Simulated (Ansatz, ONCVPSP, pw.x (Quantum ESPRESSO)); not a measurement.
## What a changed setting does to a pw.x run (fcc Ta)

Potential: optimised norm-conserving Vanderbilt (ONCV), ONCVPSP 4.0.1.1 (patched build), PBEsol; core [Kr] 4d10 4f14, reference 5s2 5p6 5d3 6s2; waves: 5s+6s: rc 2.05 bohr, ncon 3, nbas 6, qcut 7 1/bohr, 2 projectors; 5p: rc 1.45 bohr, ncon 4, nbas 7, qcut 6.7 1/bohr, 2 projectors, debl 3.9 Ha; 5d: rc 2.00 bohr, ncon 4, nbas 8, qcut 4.2 1/bohr, 2 projectors, debl 2 Ha; local part: polynomial inside 1.35 bohr (lpopt 1, dvloc0 4 Ha); core correction: Teter function, fcfact 6, rcfact 1.6.

The reference run (k-mesh 14³, cutoffs 150/600 Ry, Fermi–Dirac 0.01 Ry, mixing_beta 0.4, conv_thr 1e-9, no spin) gives -2.97 GPa at 18.281 Å³/atom, where all-electron LAPW gives -0.64 GPa. This run, with its own iteration cap, changes conv_thr to 0.0001.

```
&control
  calculation='scf', prefix='x', pseudo_dir='./', outdir='./tmp', tstress=.true., disk_io='none'
/
&system
  ibrav=0, nat=1, ntyp=1, ecutwfc=150, ecutrho=600, nbnd=14,
  occupations='smearing', smearing='fd', degauss=0.01
/
&electrons
  conv_thr=0.0001, mixing_beta=0.4, electron_maxstep=60
/
ATOMIC_SPECIES
Ta 1.0 Ta.UPF
CELL_PARAMETERS angstrom
  0.00000000 2.09085212 2.09085212
  2.09085212 0.00000000 2.09085212
  2.09085212 2.09085212 0.00000000
ATOMIC_POSITIONS crystal
Ta 0.0000 0.0000 0.0000
K_POINTS automatic
14 14 14 0 0 0
```

```bash
pw.x < Ta.scf.in > Ta.scf.out
```

How does the run end?

It converges in 4 iterations; the free energy moves by +0.0 meV/atom and the pressure by -0.84 GPa.

```
Message from routine setup:
     using ibrav=0 with symmetry is DISCOURAGED, use correct ibrav instead
     lattice parameter (alat)  =       5.5878  a.u.
     unit-cell volume          =     123.3663 (a.u.)^3
     number of electrons       =        13.00
     number of Kohn-Sham states=           14
     kinetic-energy cutoff     =     150.0000  Ry
     charge density cutoff     =     600.0000  Ry
     scf convergence threshold =      1.0E-04
     Exchange-correlation= PBESOL
     number of k points=   104  Fermi-Dirac smearing, width (Ry)=  0.0100
     iteration #  1     ecut=   150.00 Ry     beta= 0.40
     total energy              =    -142.67556003 Ry
     estimated scf accuracy    <       0.02930495 Ry
     iteration #  2     ecut=   150.00 Ry     beta= 0.40
     total energy              =    -142.67507425 Ry
     estimated scf accuracy    <       0.00505405 Ry
     iteration #  3     ecut=   150.00 Ry     beta= 0.40
     total energy              =    -142.67569179 Ry
     estimated scf accuracy    <       0.00020662 Ry
     iteration #  4     ecut=   150.00 Ry     beta= 0.40
     the Fermi energy is    18.3427 ev
!    total energy              =    -142.67570471 Ry
     estimated scf accuracy    <       0.00000362 Ry
     smearing contrib. (-TS)   =      -0.00554046 Ry
     The total energy is F=E-TS. E is the sum of the following terms:
     one-electron contribution =     -15.42683887 Ry
     hartree contribution      =      14.78010527 Ry
     xc contribution           =     -43.97045008 Ry
     ewald contribution        =     -98.05298059 Ry
     convergence has been achieved in   4 iterations
          total   stress  (Ry/bohr**3)                   (kbar)     P=      -38.05
     Message from routine punch:
     Nothing written, as per user request (disk_io='none')
```

The run took about 26 s on one core of a shared host (Intel(R) Xeon(R) 6975P-C, 192 threads, 756 GiB, load 79).
